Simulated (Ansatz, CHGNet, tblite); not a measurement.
Rock-salt CaO, elastic constant C44

Reference value: 80 GPa (measured, room temperature, not corrected to a static lattice; as tabulated in Speziale et al. (2006), doi:10.1029/2005jb003823).

| level (code) | value (GPa) | cell (Å³/atom) | difference (%) |
|---|---|---|---|
| GFN1-xTB (tblite) | 112 | 11.99 | +40 |
| CHGNet 0.3.0 (CHGNet) | 53.1 | 14.27 | -34 |
| LDA (Ansatz) | 80.0 | 13.04 | 0.0 |
| PBE (Ansatz) | 75.7 | 14.09 | -5.4 |
| Hartree–Fock (Ansatz) | 87.7 | 14.33 | +9.6 |

The reference is not for a static lattice or low temperature, so close values are not ranked against it. Off by more than 25 % (a bound picked here): GFN1-xTB (+40 %), CHGNet 0.3.0 (-34 %).

The reference has no zero-point or thermal correction, while the calculations are for a static lattice, so the differences are not the levels' errors alone. A static lattice is as a rule stiffer than a warm one, by over a tenth in soft solids.  GFN1-xTB: the method was fitted mainly to molecules. GFN1-xTB: the run uses a supercell at the zone centre in place of a k mesh. Each level is taken at its own relaxed cell. Ansatz's density-functional and Hartree–Fock values are scalar-relativistic unless marked +SOC, with PAW data made under PBE.

Machine-learned potentials (CHGNet 0.3.0) are trained on DFT data, which may include these solids.

Differences are worked out from the printed values.

Ansatz is a program for electronic structure.
